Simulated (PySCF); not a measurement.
Ionisation energies (eV) were calculated with PySCF 2.14 by PBE, UHF, LDA, in another order, as differences of total energies without spin-orbit coupling. The measured values are between term centres (NIST).

| species | measured | A | B | C |
| --- | --- | --- | --- | --- |
| He (def2-QZVPPD, non-relativistic) | 24.587 | 24.303 | 23.451 | 24.468 |
| C (def2-QZVPPD, non-relativistic) | 11.262 | 11.691 | 10.801 | 11.537 |
| Sr (def2-QZVPPD with the def2 core potential (28 electrons), ECP) | 5.695 | 5.863 | 4.743 | 5.699 |
| Tc (def2-QZVPPD with the def2 core potential (28 electrons), ECP) | 7.119 | 7.327 | 5.538 | 6.895 |
| Os (def2-QZVPPD with the def2 core potential (60 electrons), ECP) | 8.473 | 8.748 | 6.506 | 8.289 |
| Ir (def2-QZVPPD with the def2 core potential (60 electrons), ECP) | 8.926 | 9.336 | 7.024 | 8.903 |
| Tl (def2-QZVPPD with the def2 core potential (60 electrons), ECP) | 5.464 | 5.584 | 5.014 | 5.426 |
| Pb⁺ (def2-QZVPPD with the def2 core potential (60 electrons), ECP) | 13.869 | 13.918 | 13.211 | 13.709 |

**Question.** Which column is which method?

**Answer.** A is LDA (mean error 0.17 eV); B is UHF (mean error -1.14 eV); C is PBE (mean error -0.06 eV). LDA overbinds the outer electron and comes out highest. Hartree-Fock lacks the correlation of the electron removed and comes out lowest. PBE, with gradient corrections, lies close to experiment on average, with errors of both signs.
